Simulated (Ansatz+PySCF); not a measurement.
Results of a calculation; reference values are marked as such.
This PySCF input gave a total energy of -118.40262 hartree.

```python
from pyscf import gto, scf, mp

mol = gto.M(atom="""
C 0.000000 0.000000 0.587720
C 0.000000 1.266860 -0.260190
C 0.000000 -1.266860 -0.260190
H -0.876900 0.000000 1.244710
H 0.876900 0.000000 1.244710
H 0.000000 2.166150 0.362070
H 0.000000 -2.166150 0.362070
H 0.883620 1.304230 -0.904410
H -0.883620 1.304230 -0.904410
H -0.883620 -1.304230 -0.904410
H 0.883620 -1.304230 -0.904410
""", basis='cc-pvtz', charge=1, spin=1)
mf = scf.UHF(mol)
mf.kernel()
pt = mp.MP2(mf, frozen=3).run()
print(mf.e_tot, pt.e_corr, pt.e_tot)
```

Write an input for Ansatz with the same method and basis set.

```yaml
crystal:
  periodic: [false, false, false]
  atoms:
    - { symbol: C, position_ang: [0.0, 0.0, 0.58772] }
    - { symbol: C, position_ang: [0.0, 1.26686, -0.26019] }
    - { symbol: C, position_ang: [0.0, -1.26686, -0.26019] }
    - { symbol: H, position_ang: [-0.8769, 0.0, 1.24471] }
    - { symbol: H, position_ang: [0.8769, 0.0, 1.24471] }
    - { symbol: H, position_ang: [0.0, 2.16615, 0.36207] }
    - { symbol: H, position_ang: [0.0, -2.16615, 0.36207] }
    - { symbol: H, position_ang: [0.88362, 1.30423, -0.90441] }
    - { symbol: H, position_ang: [-0.88362, 1.30423, -0.90441] }
    - { symbol: H, position_ang: [-0.88362, -1.30423, -0.90441] }
    - { symbol: H, position_ang: [0.88362, -1.30423, -0.90441] }
basis:
  gaussian: { orbitals: cc-pVTZ }
total_charge: 1
magnetization:
  spin_polarized: true
  initial_magnetization: 1
hamiltonian:
  xc: hf
correlation:
  method: mp2
  frozen_orbitals: { C: 1, H: 0 }
scf:
  omitted_lower_state_checks: [stability, starts, atomic_configurations, cluster_reference, orbital_swaps, given_window_search, neighbouring_geometries, increment]
```

Ansatz (development build ahead of 0.2.0) gave -118.40261 hartree, 0.10 meV from the first. This is not the lowest solution: another run reaches a determinant 0.35 eV lower. Caution: MP2 on this radical cation hangs on the determinant chosen.
